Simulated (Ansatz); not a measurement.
# BNH6 (SMILES [BH3-][NH3+]): CCSD(T)/STO-3G

Aim: the vertical singlet–triplet gap of BNH6 at CCSD(T)/STO-3G, from 2 runs. 

The calculation is run with Ansatz 0.2.0.

48 further runs of the same task are left out: 2 that didn't finish, 46 set aside as unsound or not needed.

**1. The molecule**

BNH6: 8 atoms, total charge 0, spin state singlet. SMILES: `[BH3-][NH3+]`. Geometry: relaxed at PBE0-D4/def2-TZVP.

Bond lengths: B1–N2 1.639 Å, B1–H3 1.212 Å, B1–H4 1.212 Å, B1–H5 1.212 Å, N2–H6 1.015 Å, N2–H7 1.015 Å, N2–H8 1.015 Å. Some angles: B1–N2–H6 110.9°, B1–N2–H7 110.9°, B1–N2–H8 110.9°, N2–B1–H3 105.3°, N2–B1–H4 105.3°, N2–B1–H5 105.3°, H6–N2–H7 108.0°, H6–N2–H8 108.0°, H7–N2–H8 108.0°, H3–B1–H4 113.3°.

**2. A single-point energy at CCSD(T)/STO-3G**

File run.yaml:

```yaml
crystal:
  periodic: [false, false, false]
  atoms:
    - symbol: B
      position_ang: [-0.191300, 0.250800, -0.775400]
    - symbol: "N"
      position_ang: [0.206500, -0.255100, 0.731700]
    - symbol: H
      position_ang: [-0.078200, -0.728400, -1.481000]
    - symbol: H
      position_ang: [-1.332600, 0.649700, -0.687200]
    - symbol: H
      position_ang: [0.604400, 1.126600, -1.038400]
    - symbol: H
      position_ang: [0.140800, 0.507000, 1.398700]
    - symbol: H
      position_ang: [1.156600, -0.611300, 0.755300]
    - symbol: H
      position_ang: [-0.414000, -0.996500, 1.040500]
basis:
  gaussian:
    orbitals: STO-3G
accuracy: high
correlation:
  method: ccsd_t
  frozen_orbitals: {B: 1, H: 0, "N": 1}
scf:
  omitted_lower_state_checks: [cluster_reference, increment]
```

On the command line:

```sh
$ ansatz run run.yaml --threads 1 --pin off --max-ram 2610MiB --events-out events.jsonl --progress --plain --runs-dir runs
```

The log of the run, shortened:

```text
Warning: RAYON_NUM_THREADS=1 ignored (pool sized by the plan → 1); use --threads N
Functional definition: HF
  name "HF"
[...]
276 factors; integrals over basis functions are off by at most 8.0e-9 eV
[...]
mean field -2220.28457934 eV, -81.5939533279 hartree, gradient 1.5e-8 eV, S^2 0.000000; 0 other end points of the search recorded, 0 dependent functions left out
2 core orbitals not correlated: weight in the atoms' cores, before any rotation towards them, 1.000 or more for the frozen orbitals, at most 0.000 for the correlated occupied ones
reference -2220.28457934 eV, -81.5939533279 hartree; 7, 7 occupied and 7, 7 virtual orbitals, 276 factors
second order -2.71598832 eV of doubles, -0.00000000 eV of singles
cycle   1  -3.33584802 eV  change   -6.2e-1 eV  update   5.6e-2
[...]
cycle  17  -3.64828141 eV  change   6.6e-11 eV  update  2.8e-10
perturbative correction -0.01880579 eV, -0.0006911001 hartree
Total energy: -2223.95166655 eV, -81.7287162969 hartree
Checks for a lower state left out: cluster_reference, increment
```

It took 0.14 s on 1 thread of Arm Neoverse V1, shared host.

**3. The triplet at the same level**

File input.yaml:

```yaml
crystal:
  periodic: [false, false, false]
  atoms:
    - {symbol: B, position_ang: [-0.191300, 0.250800, -0.775400]}
    - {symbol: N, position_ang: [0.206500, -0.255100, 0.731700]}
    - {symbol: H, position_ang: [-0.078200, -0.728400, -1.481000]}
    - {symbol: H, position_ang: [-1.332600, 0.649700, -0.687200]}
    - {symbol: H, position_ang: [0.604400, 1.126600, -1.038400]}
    - {symbol: H, position_ang: [0.140800, 0.507000, 1.398700]}
    - {symbol: H, position_ang: [1.156600, -0.611300, 0.755300]}
    - {symbol: H, position_ang: [-0.414000, -0.996500, 1.040500]}
basis:
  gaussian: {orbitals: STO-3G}
magnetization: {spin_polarized: true, initial_magnetization: 2}
correlation: {method: ccsd_t, frozen_orbitals: {B: 1, H: 0, "N": 1}}
accuracy: high
scf: {omitted_lower_state_checks: [cluster_reference, increment]}
```

On the command line:

```sh
$ ansatz run input.yaml --threads 1 --pin off --max-ram 2610MiB --events-out events.jsonl --progress --plain --runs-dir runs
```

The log of the run:

```text
Warning: RAYON_NUM_THREADS=1 ignored (pool sized by the plan → 1); use --threads N
[... 14 lines left out ...]
2 core orbitals not correlated: weight in the atoms' cores, before any rotation towards them, 1.000 or more for the frozen orbitals, at most 0.000 for the correlated occupied ones
[... 55 lines left out ...]
Total energy: -2209.69905106 eV, -81.2049423385 hartree
Checks for a lower state left out: cluster_reference, increment
```

Run time: 0.44 s. Hardware: 1 thread of Arm Neoverse V1, shared host.

**4. Results**

Level: CCSD(T)/STO-3G, 2 core orbitals frozen.

```
                                            quantity         value
                               singlet: total energy  -81.72872 Eh
singlet: correlation energy (2 core orbitals frozen)    -134.8 mEh
                             singlet: (T) correction     -0.69 mEh
                              singlet: T1 diagnostic         0.005
                               triplet: total energy  -81.20494 Eh
triplet: correlation energy (2 core orbitals frozen)    -130.3 mEh
                             triplet: (T) correction     -1.38 mEh
          triplet: ⟨S²⟩ of the reference determinant         2.007
                              triplet: T1 diagnostic         0.036
    vertical energy of the triplet above the singlet     14.253 eV
```

In words: At this shape the triplet lies 14.25 eV (329 kcal/mol) above the singlet. In a minimal basis such a difference can be off by several eV, whatever the method. The triples (singlet) make up 0.5 % of the correlation energy. The triples (triplet) make up 1.1 % of the correlation energy.
